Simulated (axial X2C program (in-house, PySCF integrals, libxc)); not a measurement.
# What spin–orbit coupling does to OF

Calculated with an axial X2C code built on PySCF integrals. Spin-free means the one-electron spin-free X2C Hamiltonian; two-component (2c) means X2C with spin–orbit coupling and atomic mean-field two-electron Coulomb and Gaunt terms, so the difference of the two also holds small scalar two-electron terms. Basis: F dyall-av3z [7s6p3d2f], O dyall-av3z [7s6p3d2f] (cores contracted in-house); Gaussian nuclei, density fitting, unrestricted open shells. Masses: F 18.998 u, O 15.995 u.

Spin-free state: M_S = 1/2, Λ = 1 (beyond evenly filled blocks: π+α, π+β, π-α); fragments F + O.

```json
{"level": "PBE0", "Re (Å)": "1.328", "ωe (cm⁻¹)": "1177.2", "De (eV)": "2.230", "μ (D)": "-0.11"}
{"level": "r2SCAN0", "Re (Å)": "1.323", "ωe (cm⁻¹)": "1196.2", "De (eV)": "1.619", "μ (D)": "-0.09"}
```

Dipoles are positive if O is the positive end.

Question: Within this multiplet, which Ω should lie lowest by the rule for regular and inverted multiplets?

Answer: The open π shell holds three electrons, one hole, so the multiplet is inverted: Ω = Λ + 1/2 = 3/2. The PBE0 2c search agrees, though Ω = 1/2 of the search lies only 0.02 eV higher.

Two-component determinant lowest at the distance of the search:

Ω = 3/2 (⟨Sz⟩ = 0.50, ⟨Lz⟩ = 1.00 at PBE0); fragments F + O.

```csv
level,Re (Å),ωe (cm⁻¹),De (eV),μ (D)
PBE0,1.328,1177.5,2.243,-0.11
r2SCAN0,1.323,1196.5,1.632,-0.09
```

Question: From the two tables, how do the constants change at the PBE0 level (2c against spin-free)?

Answer: At the PBE0 level Re is unchanged within 0.001 Å and ωe rises by 0.3 cm⁻¹; De is not compared, since the atomic limits differ or miss part of their spin–orbit lowering.

The state is a single determinant with fixed occupations, the lowest that a limited PBE0 search found. Dissociation energies refer to the lowest single-determinant-based atoms at the same level and basis. Density functionals use the spin component along the axis (collinear). A 2c atom that is not at its ground J level misses part of its spin–orbit lowering, and De is too large by that part (0.04 eV or less for light atoms). This holds for PBE0, r2SCAN0. The functionals have no current-density term, which raises determinants with orbital currents, atoms included. Under one Hamiltonian the search converged a single determinant, so lower ones may well exist.
